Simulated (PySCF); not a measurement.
## Electrostatic potential from atomic charges

Species: `N[SiH2][SiH3]`. Coordinates (PBE0-D3(BJ)/def2-SVP, Å) and charges (e) from the PBE0/pcSseg-1 density (PySCF):

```json
{"atom": "N1", "x": "1.652", "y": "0.687", "z": "0.326", "Mulliken": "-0.6403", "IAO": "-0.8291", "Hirshfeld": "-0.3168", "ESP-fitted": "-1.0091"}
{"atom": "Si2", "x": "0.590", "y": "-0.652", "z": "0.017", "Mulliken": "+0.4652", "IAO": "+0.6092", "Hirshfeld": "+0.2785", "ESP-fitted": "+0.5912"}
{"atom": "Si3", "x": "-1.585", "y": "0.056", "z": "0.532", "Mulliken": "+0.1511", "IAO": "+0.2505", "Hirshfeld": "+0.2037", "ESP-fitted": "+0.0806"}
{"atom": "H4", "x": "2.654", "y": "0.535", "z": "0.353", "Mulliken": "+0.2018", "IAO": "+0.2621", "Hirshfeld": "+0.1194", "ESP-fitted": "+0.3948"}
{"atom": "H5", "x": "1.441", "y": "1.594", "z": "-0.076", "Mulliken": "+0.2026", "IAO": "+0.2608", "Hirshfeld": "+0.1167", "ESP-fitted": "+0.3798"}
{"atom": "H6", "x": "0.589", "y": "-1.197", "z": "-1.386", "Mulliken": "-0.1046", "IAO": "-0.1536", "Hirshfeld": "-0.0977", "ESP-fitted": "-0.1715"}
{"atom": "H7", "x": "1.012", "y": "-1.777", "z": "0.908", "Mulliken": "-0.0825", "IAO": "-0.1163", "Hirshfeld": "-0.0799", "ESP-fitted": "-0.1166"}
{"atom": "H8", "x": "-2.602", "y": "-0.957", "z": "0.109", "Mulliken": "-0.0650", "IAO": "-0.0943", "Hirshfeld": "-0.0743", "ESP-fitted": "-0.0602"}
{"atom": "H9", "x": "-1.874", "y": "1.335", "z": "-0.193", "Mulliken": "-0.0713", "IAO": "-0.0982", "Hirshfeld": "-0.0770", "ESP-fitted": "-0.0436"}
{"atom": "H10", "x": "-1.735", "y": "0.309", "z": "1.999", "Mulliken": "-0.0571", "IAO": "-0.0912", "Hirshfeld": "-0.0727", "ESP-fitted": "-0.0454"}
```

Points outside the species (Å): A (-3.7, 5.1, -3.0); B (4.2, -0.5, -3.2); C (0.2, -2.8, -5.1); D (-3.9, 0.1, -3.5).

Q: Find the potential V = 14.3996 V·Å × Σ q/r of each set of charges at these points.

A: In volts:

```csv
point,nearest atom,distance (Å),Mulliken,IAO,Hirshfeld,ESP-fitted
A,H9,5.04,-0.014,-0.007,-0.007,+0.006
B,H4,4.01,+0.042,+0.036,+0.042,+0.093
C,H6,4.06,+0.025,+0.015,-0.025,-0.051
D,H8,3.98,+0.006,+0.022,-0.023,-0.041
```

Q: How far are the other sets from the ESP-fitted one at these points?

A: Root-mean-square difference: Hirshfeld 0.031 V, Mulliken 0.052 V, IAO 0.054 V. The ESP scheme fits charges at the nuclei, held to the total charge, to the electrostatic potential on points at 1.4 to 2.0 times the van der Waals radii.

Q: What energy would a point charge of +2 e have at B in the field of the ESP charges, leaving out polarisation?

A: +0.187 eV = +18.0 kJ/mol, a repulsion.

One conformer (not necessarily the lowest) at the PBE0-D3(BJ)/def2-SVP geometry, without solvent, vibrations or thermal averaging.

The values belong to the conformer `[NH2:1][SiH2:2][SiH3:3]`: H–N1–Si2–Si3 167°, H–N1–Si2–Si3 -51°.
